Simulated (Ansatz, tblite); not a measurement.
**The cluster Cs3−: rung by rung**

An exercise on one series of results from a longer session: the logs are not shown, and one member is left open.

Computed with Ansatz 0.2.0, Gaussian basis. Level: as each input shows.

Plan: GFN2-xTB, PBE/def2-TZVPD, r2SCAN/def2-TZVPD, B2PLYP/def2-TZVPD, revPBE/def2-TZVPD, PBE-QIDH/def2-TZVPD, B97M-V/def2-TZVPD, LC-ωPBE/def2-TZVPD, LC-ωPBE(0.10)/def2-TZVPD, LC-ωPBE(0.15)/def2-TZVPD, LC-ωPBE(0.20)/def2-TZVPD, LC-ωPBE(0.30)/def2-TZVPD, PBE/def2-SVPD, PBE0/def2-SVPD, CCSD(T)/def2-TZVPPD, MP2/def2-TZVPD, RPA/def2-TZVPD.

1 further run of the same task is left out (it didn't finish).

### The structure

The singlet was relaxed beforehand with PBE/def2-TZVPD. At that level it is the lowest of the isomers that a small search found.

3 atoms, charge -1, spin multiplicity 1.

Bond lengths: Cs1–Cs2 5.108 Å, Cs1–Cs3 5.108 Å. Angles: Cs2–Cs1–Cs3 179.7°.

Cs takes a core potential in the def2 sets. No spin-orbit coupling is included. The ion is computed in the gas phase, without counter-ions or solvent.

PBE0/def2-TZVPD was run before; its log isn't repeated, and its numbers join the tables.

The first run:

Tight binding, by tblite at 300 K electronic temperature and without a spin-polarisation term:

```python
tblite.interface.Calculator('GFN2-xTB', numbers, positions, charge=-1, uhf=0).singlepoint()
```

start.molden holds the orbitals of an earlier run on this state, given as this run's starting guess.

File in.yaml:

```yaml
crystal:
  periodic: [false, false, false]
  atoms:
    - {symbol: Cs, position_ang: [0.007737, -0.001857, 0.003104]}
    - {symbol: Cs, position_ang: [1.416585, 4.866074, -0.635638]}
    - {symbol: Cs, position_ang: [-1.424322, -4.864217, 0.632534]}
basis:
  gaussian: {orbitals: def2-TZVPD, initial_orbitals: start.molden}
total_charge: -1
hamiltonian: {xc: pbe}
scf: {omitted_lower_state_checks: [starts]}
output: {orbitals: {seedname: orbitals}}
```

On the command line:

```console
$ ansatz run in.yaml --threads 4 --pin off --events-out ev --progress --plain --max-ram 3916MiB
```

Steps of the session up to this table: PBE/def2-TZVPD; r2SCAN/def2-TZVPD; B2PLYP/def2-TZVPD; revPBE/def2-TZVPD; PBE-QIDH/def2-TZVPD; B97M-V/def2-TZVPD; LC-ωPBE/def2-TZVPD; LC-ωPBE(0.10)/def2-TZVPD; LC-ωPBE(0.15)/def2-TZVPD; LC-ωPBE(0.20)/def2-TZVPD; LC-ωPBE(0.30)/def2-TZVPD; PBE/def2-SVPD; PBE0/def2-SVPD; CCSD(T)/def2-TZVPPD; MP2/def2-TZVPD; RPA/def2-TZVPD.

One of the session's tables, all rows but one given; the rest of the session is left out.

It belongs to the step «Levels side by side». 

```
                   level  HOMO (eV)  LUMO (eV)  gap (eV)
           PBE/def2-SVPD       0.09       0.59      0.49
          PBE/def2-TZVPD       0.10       0.59      0.49
       revPBE/def2-TZVPD       0.13       0.62      0.49
       r2SCAN/def2-TZVPD       0.07       0.64      0.57
       B97M-V/def2-TZVPD       0.16       0.60      0.44
          PBE0/def2-SVPD      -0.19       0.83      1.03
         PBE0/def2-TZVPD      -0.19       0.85      1.03
      LC-ωPBE/def2-TZVPD      -1.11       1.63      2.74
LC-ωPBE(0.10)/def2-TZVPD      -0.87       1.50      2.37
LC-ωPBE(0.15)/def2-TZVPD          ?          ?         ?
LC-ωPBE(0.20)/def2-TZVPD      -1.08       1.63      2.71
LC-ωPBE(0.30)/def2-TZVPD      -1.11       1.63      2.74
```

Q: Estimate the row for LC-ωPBE(0.15)/def2-TZVPD from the others.

The run gave: HOMO (eV): -1.02; LUMO (eV): 1.60; gap (eV): 2.62. In the column «HOMO (eV)» it lies between LC-ωPBE(0.20)/def2-TZVPD (-1.08) and LC-ωPBE(0.10)/def2-TZVPD (-0.87).
